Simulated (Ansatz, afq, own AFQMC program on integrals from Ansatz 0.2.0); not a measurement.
## Breaking C1–N2 in CHN, singlet

```xyz
3

C    -0.0054   -0.0235   -0.0054
N     0.2540    1.0696    0.2572
H    -0.2487   -1.0461   -0.2518
```

Products: CH (doublet) and N (quartet), each relaxed with PBE0/def2-SVP like the molecule; electronic energies without zero-point terms. Determinants: RHF, ROHF and UHF in that order.

Basis def2-TZVP. Only valence electrons are correlated. AFQMC by an in-house program on the Cholesky factors that Ansatz 0.2.0 writes for its CCSD(T) run. ph-AFQMC/CISD is guided by a CISD state made of CCSD amplitudes; releasing the constraint for a short imaginary time cuts its bias at the price of noise, slowly where states lie close. Error bars are statistical, one sigma. The errors of all members are added in quadrature.

No full CI on the walks' own integrals is used here. The released AFQMC energy serves as the reference, which it does only where one determinant dominates, the energy is flat over the last release times and near the phaseless one (40 meV or 2 meV an electron, half that with transition metals). On small molecules, where full CI could be run and the noise was under 10 meV, such values lay within 10 meV of it in 19 cases of 20, a flattering rate, since the rule was set on those same cases; what remains of the bias isn't in the error bar. Each member takes its own surest rung, up to full CI.

Errors are counted within def2-TZVP, not against nature.

Cautions: CHN (singlet): the released value is read at 2.40 1/Eh (meV from the phaseless value at times in 1/Eh: -6 ± 4 at 0.24, -11 ± 4 at 0.51, -19 ± 4 at 0.99, -35 ± 4 at 1.62, -25 ± 7 at 2.40); CH (doublet): a spin-contaminated unrestricted determinant lies lower (UHF 211 meV lower, ⟨S²⟩ 1.10).

Reference (AFQMC with the constraint released): 923.3 ± 0.7 kJ/mol.

| level | bond energy (kJ/mol) | error against released AFQMC (kJ/mol) |
| --- | --- | --- |
| HF | 605.6 | -317.7 ± 0.7 |
| MP2 | 985.1 | 61.8 ± 0.7 |
| CCSD | 890.3 | -33.0 ± 0.7 |
| CCSD(T) | 922.2 | -1.2 ± 0.7 |
| CCSDT | 919.3 | -4.0 ± 0.7 |
| CCSDT(Q) | 923.2 | -0.2 ± 0.7 |
| ph-AFQMC/CISD | 922.0 ± 0.5 | -1.3 ± 0.9 |

Correlation beyond CCSD(T) changes it by less than twice the noise. The perturbative (T) step is worth +31.9 kJ/mol.

CCSDT and higher add their correlation energy to the determinant of the CCSD(T) run, since their own runs factorise the integrals more tightly (a shift of under 2 meV). A walk keeps the symmetry of its determinant, which the program's search chose and which needn't be the lowest solution, so a lower state of the same spin and another symmetry isn't excluded. Released energies are given only where the last usable release times agree within the noise; a slower fall can still hide under it.
